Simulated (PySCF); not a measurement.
## Spin-rotation constants: SMILES C=COC1CC1, C₅H₈O

Geometry:
```tsv
atom	x (Å)	y (Å)	z (Å)
C1	2.000	0.824	-1.975
C2	0.797	0.507	-1.520
O3	0.494	0.584	-0.199
C4	-0.773	0.218	0.249
C5	-2.042	0.640	-0.429
C6	-1.652	-0.814	-0.387
H7	2.225	0.765	-3.022
H8	2.779	1.147	-1.310
H9	0.011	0.187	-2.192
H10	-0.744	0.255	1.332
H11	-1.962	1.159	-1.372
H12	-2.865	0.977	0.182
H13	-1.329	-1.288	-1.301
H14	-2.198	-1.475	0.268
```

Method used: GIAO B3LYP/pcSseg-1 magnetisability, rotational g tensor and spin-rotation constants, non-relativistic, gas phase (PySCF). Geometry: GFN2-xTB, dihedral held. The dihedral C5–C4–O3–C2 is held at 315°.

Question: Give the nuclear spin-rotation constants along the inertial axes (H = +C I·J) beside the isotropic shieldings.

Answer: Rotational constants 10.1702, 2.1305, 2.0470 GHz. A star marks the isotopologue with that one atom substituted, in its own axes.
| atom | isotope | Caa (kHz) | Cbb (kHz) | Ccc (kHz) | mean (kHz) | σ (ppm) |
| --- | --- | --- | --- | --- | --- | --- |
| H7 | 1H | -0.485 | 0.044 | -0.249 | -0.230 | 27.7 |
| H8 | 1H | -0.653 | 0.091 | -0.240 | -0.267 | 27.2 |
| H9 | 1H | -0.701 | 0.125 | -0.231 | -0.269 | 25.9 |
| H10 | 1H | -0.971 | 0.073 | -0.198 | -0.366 | 28.1 |
| H11 | 1H | -0.892 | -0.138 | -0.128 | -0.386 | 31.1 |
| H12 | 1H | -0.304 | -0.223 | -0.175 | -0.234 | 31.5 |
| H13 | 1H | -0.883 | -0.063 | -0.193 | -0.380 | 30.9 |
| H14 | 1H | -0.341 | -0.236 | -0.156 | -0.244 | 31.5 |
| C1 | 13C* | 2.580 | 0.854 | 0.278 | 1.237 | 87.2 |
| C2 | 13C* | 3.340 | 1.102 | 0.411 | 1.617 | 32.1 |
| O3 | 17O* | -2.385 | -0.244 | -0.181 | -0.937 | 218.3 |
| C4 | 13C* | 1.156 | 0.585 | 0.461 | 0.734 | 126.6 |
| C5 | 13C* | 0.899 | 0.249 | 0.356 | 0.501 | 178.3 |

For the geometry as given, no vibrational averaging.
